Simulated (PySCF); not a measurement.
Ionisation energies (eV) were calculated with PySCF 2.14 by PBE, MP2 (valence), UHF, in another order, as differences of total energies without spin-orbit coupling. The measured values are between term centres (NIST).

```json
{"species": "B⁺ (dyall-acv3z, spin-free X2C)", "measured": "25.155", "A": "23.449", "B": "24.613", "C": "24.474"}
{"species": "B (dyall-acv3z, spin-free X2C)", "measured": "8.297", "A": "8.040", "B": "8.671", "C": "8.265"}
{"species": "C (dyall-acv3z, spin-free X2C)", "measured": "11.262", "A": "10.797", "B": "11.538", "C": "11.250"}
{"species": "C⁺ (dyall-acv3z, spin-free X2C)", "measured": "24.378", "A": "24.168", "B": "24.853", "C": "24.381"}
{"species": "O (dyall-acv3z, spin-free X2C)", "measured": "13.608", "A": "12.010", "B": "14.049", "C": "13.328"}
{"species": "Mg (dyall-acv3z, spin-free X2C)", "measured": "7.646", "A": "6.615", "B": "7.624", "C": "7.270"}
{"species": "Cl⁺ (dyall-acv3z, spin-free X2C)", "measured": "23.771", "A": "22.578", "B": "23.830", "C": "23.385"}
{"species": "Ar (dyall-acv3z, spin-free X2C)", "measured": "15.819", "A": "14.529", "B": "15.686", "C": "15.721"}
```

Q: Which column is which method?

A: A is UHF (mean error -0.97 eV); B is PBE (mean error 0.12 eV); C is MP2 (valence) (mean error -0.23 eV). Hartree-Fock lacks the correlation of the electron removed and comes out lowest. PBE, with gradient corrections, lies close to experiment on average, with errors of both signs. Valence MP2 in a finite basis recovers only part of the missing correlation, so it stays below experiment on average.
